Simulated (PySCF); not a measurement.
# CH3BO: the cost of one run

Computed with PySCF 2.14.0, with density-fitted response routines of our own, on a single molecule in the gas phase. Atoms count from 0, in the outputs and in this text.

**1. The starting structure**

6 atoms, charge 0, multiplicity 1; geometry from: GFN2-xTB.

Bonds of the start (Å): B0–C1 1.47, C1–O2 1.14, B0–H3 1.19, B0–H4 1.19, B0–H5 1.19.

**2. Optimising the geometry at PBE0-D3(BJ)/def2-TZVP**

Job settings and geometry (Å):

```
{"job": {"xc": "PBE0", "basis": "def2-TZVP", "d3": "d3bj", "grid": 2, "kind": "geom"}, "charge": 0, "multiplicity": 1}
B     -1.398440     0.020910    -0.031730
C      0.074630     0.005300    -0.000950
O      1.216010    -0.021900     0.029000
H     -1.728000    -0.852390    -0.763280
H     -1.759490    -0.157690     1.083720
H     -1.703810     1.094510    -0.440720
```

**Question.** How long does this first job take on 4 threads of Intel Xeon at 2.50GHz (Skylake/Cascade Lake), shared host?

About 37 s.
